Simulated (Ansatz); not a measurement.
The input, for Ansatz 0.2.0:

```yaml
crystal:
  periodic: [false, false, false]
  atoms:
    - {symbol: C, position_ang: [0.000000, 0.000000, 0.048922]}
    - {symbol: H, position_ang: [0.000000, 0.610329, -0.799459]}
    - {symbol: H, position_ang: [0.000000, 0.000000, 1.015962]}
    - {symbol: H, position_ang: [0.000000, -0.610329, -0.799459]}
basis:
  gaussian: {orbitals: cc-pVDZ}
total_charge: 1
magnetization: {spin_polarized: false, initial_magnetization: 2}
correlation: {active_space: {ras: {orbitals: [2, 2, 24], electrons: 6, max_holes: 2, max_particles: 2}, fixed_orbitals: true}}
scf: {lower_state_search: off}
output: {forces: true}
```

```sh
$ ansatz run in.yaml --threads 1 --pin off --events-out ev --progress --plain --max-ram 2393MiB
```

Problem. Roughly how long does this take on 1 thread of Arm Neoverse V1, shared host, and how much host memory?

Solution. 0.73 s wall and 0.14 GiB.

```
these checks for a lower state are left out or cut short: starts, cluster_reference, orbital_swaps, neighbouring_geometries, increment
260 factors; integrals over basis functions are off by at most 1.2e-3 eV
mean field evaluation 1: about -1062.4235 eV, gradient 1.6e1 eV
mean field evaluation 2: about -1062.4235 eV, gradient 1.6e1 eV
mean field evaluation 4: about -1063.1166 eV, gradient 7.9e-1 eV
mean field evaluation 8: about -1063.1190 eV, gradient 1.6e-6 eV
mean field -1063.11897495 eV, -39.0689017215 hartree, gradient 2.3e-6 eV, S^2 2.000000; 0 other end points of the search recorded, 0 dependent functions left out
reference -1063.11897495 eV, -39.0689017215 hartree; 5, 3 occupied and 24, 26 virtual orbitals, 260 factors
state -1066.34502128 eV, -39.1874567376 hartree
the calculation of the forces begins
Total energy: -1066.34502128 eV, -39.1874567376 hartree
Atom 0 at     0.000000     0.000000     0.048922 Å, force    -0.000000    -0.000000     0.848151 eV/Å
Atom 1 at     0.000000     0.610329    -0.799459 Å, force     0.000000     2.706527    -3.807279 eV/Å
Atom 2 at     0.000000     0.000000     1.015962 Å, force    -0.000000    -0.000000     6.766408 eV/Å
Atom 3 at     0.000000    -0.610329    -0.799459 Å, force     0.000000    -2.706527    -3.807279 eV/Å
Dipole moment:    -0.000000    -0.000000    -0.278755 e Å
Checks for a lower state left out: starts, cluster_reference, orbital_swaps, neighbouring_geometries, increment
```

Forces (eV/Å):
```
C    0.000  0.000  0.848
H    0.000  2.707 -3.807
H    0.000  0.000  6.766
H    0.000 -2.707 -3.807
```
